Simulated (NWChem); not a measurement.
Molecule: SiF₄; SMILES F[Si](F)(F)F

Problem. Give the equilibrium geometry at PBE0/def2-SVP (NWChem) as an XYZ file, with the point group.

Solution. point group Td; any orientation.
```
5

F      1.3593     0.7380     0.3513
Si     0.0000     0.0000     0.0000
F     -1.1101     1.0765    -0.3530
F     -0.4734    -0.8582     1.2471
F      0.2241    -0.9563    -1.2454
```
